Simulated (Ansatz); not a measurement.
**Appearance energy of a fragment ion: C4H10O → [C3H7]+ + CH3O + e⁻**

Species: C4H10O (2-methoxypropane) `COC(C)C`, singlet; [C3H7]+ `C[CH+]C`, singlet; CH3O `C[O]`, doublet. 

Shapes, held fixed at every level: PBE0-D4/def2-TZVP. Flexible molecules stand in one conformer, not always the lowest. Programs: Ansatz 0.2.0. Electronic energies: no zero-point or thermal term.

(1) Estimate ΔE of this reaction.

## Answers

(1) The highest level, CCSD(T)/CBS estimate, gives ΔE = +11.48 eV; the levels span +9.20 to +11.70. The column of differences is taken from that level and isn't an error. No measured value is set beside it here. Open shells run unrestricted unless RO is named. The CBS estimate extrapolates MP2 from def2-TZVPP and def2-QZVPP and adds CCSD(T) − MP2 in the triple-zeta set, cores frozen. The onset seen in experiment also holds zero-point changes and kinetic shifts.

```
               level                   kind  ΔE (eV)  less CCSD(T)/CBS estimate
       HF/def2-TZVPP           Hartree–Fock    +9.20                      -2.28
    SPW92/def2-TZVPP                    LDA   +11.70                      +0.22
   PBE-D4/def2-TZVPP                    GGA   +10.99                      -0.49
  PBE0-D4/def2-TZVPP          global hybrid   +11.08                      -0.40
    CCSD(T)/def2-SVP  coupled cluster or CI   +11.19                      -0.29
       CCSD/def2-SVP  coupled cluster or CI   +11.11                      -0.37
     CCSD/def2-TZVPP  coupled cluster or CI   +11.18                      -0.30
CCSD(T)/CBS estimate  coupled cluster or CI   +11.48                       0.00
```
